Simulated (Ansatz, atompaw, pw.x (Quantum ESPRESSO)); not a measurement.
# What a changed setting does to a pw.x run (fcc Ca)

Potential: PAW, atompaw 4.2.0.5, PBE; core [Ne], reference 3s2 3p6 3d0 4s2 4p0; waves: 3s (bound); 4s (bound); 3p (bound); 4p (bound, empty); 3d (bound, empty); 3d channel at 1.95 Ry; 4f channel at 0.2 Ry; local part: vpsmatchnc scheme with l = 4 at 1 Ry, radius 2.95 bohr; core correction: smooth core density matched at 2.15 bohr; augmentation: besselshape compensation charge, radius 2.65 bohr; PAW radius 3.00 bohr; waves and projectors: bloechl.

The reference run (k-mesh 10³, cutoffs 40/400 Ry, Fermi–Dirac 0.01 Ry, mixing_beta 0.4, conv_thr 1e-9, no spin) gives 0.05 GPa at 42.272 Å³/atom, where all-electron LAPW gives -0.01 GPa. This run, with its own iteration cap, changes smearing to mp.

```
&control
  calculation='scf', prefix='x', pseudo_dir='./', outdir='./tmp', tstress=.true., disk_io='none'
/
&system
  ibrav=0, nat=1, ntyp=1, ecutwfc=40, ecutrho=400, nbnd=12,
  occupations='smearing', smearing='mp', degauss=0.01
/
&electrons
  conv_thr=1e-09, mixing_beta=0.4, electron_maxstep=60
/
ATOMIC_SPECIES
Ca 1.0 Ca.UPF
CELL_PARAMETERS angstrom
  0.00000000 2.76486714 2.76486714
  2.76486714 0.00000000 2.76486714
  2.76486714 2.76486714 0.00000000
ATOMIC_POSITIONS crystal
Ca 0.0000 0.0000 0.0000
K_POINTS automatic
10 10 10 0 0 0
```

```bash
pw.x < Ca.scf.in > Ca.scf.out
```

Question: How does the run end?

Answer: It converges in 8 iterations; the free energy moves by +37.1 meV/atom and the pressure by -0.04 GPa. This scheme is built to cancel the term in the square of the width that Fermi–Dirac smearing leaves in the F of a metal.

```
Message from routine setup:
     using ibrav=0 with symmetry is DISCOURAGED, use correct ibrav instead
     lattice parameter (alat)  =       7.3890  a.u.
     unit-cell volume          =     285.2656 (a.u.)^3
     number of electrons       =        10.00
     number of Kohn-Sham states=           12
     kinetic-energy cutoff     =      40.0000  Ry
     charge density cutoff     =     400.0000  Ry
     scf convergence threshold =      1.0E-09
     Exchange-correlation= SLA PW PBX PBC
     number of k points=    47  Methfessel-Paxton smearing, width (Ry)=  0.0100
     iteration #  1     ecut=    40.00 Ry     beta= 0.40
     total energy              =    -133.52010535 Ry
     estimated scf accuracy    <       0.00189641 Ry
     iteration #  2     ecut=    40.00 Ry     beta= 0.40
     total energy              =    -133.52103109 Ry
     estimated scf accuracy    <       0.00062477 Ry
     iteration #  3     ecut=    40.00 Ry     beta= 0.40
     total energy              =    -133.52112215 Ry
     estimated scf accuracy    <       0.00002604 Ry
     iteration #  4     ecut=    40.00 Ry     beta= 0.40
     total energy              =    -133.52112510 Ry
     estimated scf accuracy    <       0.00000131 Ry
     iteration #  5     ecut=    40.00 Ry     beta= 0.40
     total energy              =    -133.52112544 Ry
     estimated scf accuracy    <       0.00000146 Ry
     iteration #  6     ecut=    40.00 Ry     beta= 0.40
     total energy              =    -133.52112559 Ry
     estimated scf accuracy    <       0.00000003 Ry
     iteration #  7     ecut=    40.00 Ry     beta= 0.40
     total energy              =    -133.52112559 Ry
     estimated scf accuracy    <       0.00000001 Ry
     iteration #  8     ecut=    40.00 Ry     beta= 0.40
     the Fermi energy is     5.1394 ev
!    total energy              =    -133.52112559 Ry
     estimated scf accuracy    <          2.5E-10 Ry
     smearing contrib. (-TS)   =      -0.00000841 Ry
     convergence has been achieved in   8 iterations
          total   stress  (Ry/bohr**3)                   (kbar)     P=        0.15
     Message from routine punch:
     Nothing written, as per user request (disk_io='none')
```

The run took about 16 s on one core of a shared server CPU.
